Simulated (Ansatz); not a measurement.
Input file:

```yaml
crystal:
  periodic: [false, false, false]
  atoms:
    - {symbol: B, position_ang: [0.000000, 0.060729, 0.625855]}
    - {symbol: C, position_ang: [0.000000, -0.101291, -0.453048]}
    - {symbol: H, position_ang: [0.000000, 0.555615, -1.314265]}
basis:
  gaussian: {orbitals: 6-31G}
correlation: {method: fic_mrcisd_q, electrons: outside_noble_gas, active_space: {window: {electrons: 8, orbitals: 9}, shells: [{species: B, l: s, shell: 2}, {species: B, l: p, shell: 2}, {species: C, l: s, shell: 2}, {species: C, l: p, shell: 2}, {species: H, l: s, shell: 1}]}}
```

```sh
$ ansatz run in.yaml --threads 1 --pin off --events-out ev --progress --plain --max-ram 2393MiB
```

Task: Roughly how long does this take on 1 thread of Arm Neoverse V1, shared host, and how much host memory?

Result: 3.8 s wall and 0.31 GiB.

```
452 factors; integrals over basis functions are off by at most 1.3e-7 eV
mean field evaluation 1: about -1703.1567 eV, gradient 3.2e1 eV
mean field evaluation 2: about -1703.1649 eV, gradient 3.2e1 eV
mean field evaluation 4: about -1706.3588 eV, gradient 3.2e0 eV
mean field evaluation 8: about -1706.4815 eV, gradient 1.7e-1 eV
mean field evaluation 16: about -1698.8238 eV, gradient 3.2e1 eV
mean field evaluation 32: about -1702.8835 eV, gradient 8.6e-6 eV
mean field -1706.48348067 eV, -62.7121112188 hartree, gradient 2.5e-6 eV, S^2 0.000000; 3 other end points of the search recorded, 0 dependent functions left out; unrestricted orbitals would lower it
reference -1706.48348067 eV, -62.7121112188 hartree; 6, 6 occupied and 14, 14 virtual orbitals, 452 factors
state -1710.19668179 eV, -62.8485688430 hartree
contracted CI cycle   1: correlation 0.00000000 eV, 0.0000000000 hartree, residual 7.51e0 eV
contracted CI cycle   2: correlation -0.96851514 eV, -0.0355922748 hartree, residual 1.61e0 eV
contracted CI cycle   3: correlation -1.00956753 eV, -0.0371009225 hartree, residual 3.48e-1 eV
contracted CI cycle   4: correlation -1.01154087 eV, -0.0371734414 hartree, residual 8.63e-2 eV
contracted CI cycle   5: correlation -1.01165276 eV, -0.0371775532 hartree, residual 2.19e-2 eV
contracted CI cycle   6: correlation -1.01166028 eV, -0.0371778297 hartree, residual 5.45e-3 eV
contracted CI cycle   7: correlation -1.01166075 eV, -0.0371778467 hartree, residual 1.33e-3 eV
state -1710.19668179 eV, -62.8485688430 hartree; corrected -1711.22887177 eV, -62.8865011248 hartree
Total energy: -1711.22887177 eV, -62.8865011248 hartree
Checks for a lower state left out: starts, orbital_swaps
```

Natural occupations: 1.9850 1.9724 1.9424 1.7044 0.2915 0.0558 0.0257 0.0165 0.0062.

For the same geometry and basis full CI lies 12.7 meV lower.
